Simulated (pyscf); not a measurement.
Thermochemistry of product channels of `[NH2][B]([Cl])[Cl]` + `[H]` [doublet] on the doublet surface, in kJ/mol, from ωB97M-D3(BJ)/def2-TZVP energies (ideal gas, 1 atm, RRHO with modes under 100 cm⁻¹ raised to 100, one conformer, R ln 2 for rigid chiral ones). Structures and frequencies: ωB97X-D3(BJ)/def2-SVP in PySCF.

```json
[
 {"products": "`[NH2]` [doublet] + `[Cl][BH][Cl]`", "ΔE": "(withheld)", "ΔH(298 K)": "+133.0", "ΔG(900 K)": "+89.5", "ΔG(1200 K)": "+78.5"},
 {"products": "`[NH][B]([Cl])[Cl]` [doublet] + `[H][H]`", "ΔE": "+74.6", "ΔH(298 K)": "+63.9", "ΔG(900 K)": "+30.6", "ΔG(1200 K)": "+19.3"}
]
```

**Question.** Complete the blanks.

**Answer.** 
- `[NH2]` [doublet] + `[Cl][BH][Cl]`, ΔE: +132.1

These are energies of the channels, which say nothing of barriers.
